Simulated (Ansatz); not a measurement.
## Lattice constant a of diamond and zinc-blende semiconductors: measurement against PBE

Computed values from Ansatz (plane waves, PAW); cells keep the symmetry of their structure type. Ansatz (an electronic-structure program) is a plane-wave DFT program; potentials: the later of its two PAW sets. Static lattice, each level relaxed to under 0.1 GPa.

Here x stands for PBE a and y for measured a.

```csv
solid,PBE a (Å),measured a (Å),basis of the measured value
BN,3.625,3.593,"0 K, zero-point corrected"
BP,4.548,4.525,"0 K, zero-point corrected"
GaP,5.506,5.439,"0 K, zero-point corrected"
AlAs,5.728,5.649,"0 K, zero-point corrected"
InSb,6.635,6.468,"0 K, zero-point corrected"
Sn,6.656,?,"0 K, zero-point corrected"
```

Problem. Using a straight line, estimate the missing y at x = 6.656 from the other rows, showing the fit.

Solution. With u = x - 5.2, the rows have u = -1.5750, -0.6520, 0.3060, 0.5280, 1.4350. Means: u 0.0084000, y 5.1348. About the means, the sum of products is 5.1036 and the sum of squares of u is 5.3370; the slope is their ratio. Least squares gives y = 5.1268 + 0.95627·u. Residuals (row less fit): -0.0277, 0.0217, 0.0196, 0.0173, -0.0310; standard error 0.0310 (degrees of freedom: 3). The slope is 0.956 with a standard error of 0.013. Before the fit, PBE less measured has mean 0.0736, mean absolute 0.0736 and median absolute 0.0670 Å over these 5 rows. At the withheld row, u = 1.4560, so y = 5.1268 + 0.95627 × 1.4560 = 6.5191 Å. The measured value is 6.477 Å, 0.0421 Å below the prediction (1.5 % of the range of y in the table). The row lies outside the fitted rows, so this is an extrapolation. From the scatter of the fitted rows alone, a prediction at this place has a standard error of 0.0391 Å, so the miss is 1.1 times that.

Plain PBE misses this row by 0.179 Å. Sn is here grey tin, stable below 13 °C. The rows are a random draw of 6 from the 12 solids that have both values on this basis (zero-point corrected by the source), of 31 computed in this series. Not drawn: V to Ni and open 4f shells, rows kept for tests, unfit runs, cells that left their space group, values derived or compiled from fits, values whose temperature is given only as extrapolated, encyclopaedia, home-page and unnamed sources, sources from 2025 on, cells with moments, not at rest, warned of a lower state, or off the usual phase with no note on it here. Measured values as quoted by these papers, many of them computational: BN Tamar Goldzak et al., The Journal of Chemical Physics (2022), arXiv:2208.04865; BP Daniel Mejia-Rodriguez et al., Physical Review B (2018), arXiv:1807.09216; GaP Daniel Mejia-Rodriguez et al., Physical Review B (2018), arXiv:1807.09216; AlAs Daniel Mejia-Rodriguez et al., Physical Review B (2018), arXiv:1807.09216; InSb Daniel Mejia-Rodriguez et al., Physical Review B (2018), arXiv:1807.09216; Sn Daniel Mejia-Rodriguez et al., Physical Review B (2018), arXiv:1807.09216.
